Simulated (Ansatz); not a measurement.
This geometry of ClH₂SSi (5 atoms, charge 0, multiplicity 2) is a first-order saddle point.

Level of theory: UKS B3LYP-D4/STO-3G (Ansatz).

```xyz
5
Properties=species:S:1:pos:R:3
S -1.459 -0.194 0.202
Si 0.638 -0.112 -0.216
Cl 1.268 1.905 0.049
H -1.766 -0.882 -0.932
H 1.370 -0.790 0.856
```

**Question.** Which two structures does it join? (They come from a converged band through this point; their orientation in space is the band's.)

**Answer.** No bond is made or broken. The dihedral H4–S1–Si2–Cl3 goes from -156 to 54°.

First end point:

```xyz
5
Properties=species:S:1:pos:R:3
S -1.476 0.178 -0.257
Si 0.659 0.116 -0.409
Cl 1.355 1.815 0.669
H -1.589 -1.165 -0.459
H 1.101 -1.016 0.414
```

Last end point:

```xyz
5
Properties=species:S:1:pos:R:3
S -1.282 -0.841 -0.056
Si 0.746 -0.239 -0.277
Cl 0.930 1.806 0.322
H -1.794 0.175 -0.804
H 1.450 -0.975 0.774
```

**Question.** How far does it lie above each of them?

**Answer.** 0.124 eV above the first and 0.210 eV above the second. This is the barrier of this one path; another mechanism may lie lower. Limits of this set-up: minimal basis.

Run time: 87 s on 1 thread of Intel(R) Xeon(R) Platinum 8375C CPU @ 2.90GHz (Ice Lake), on a shared host, peak memory 0.13 GiB.
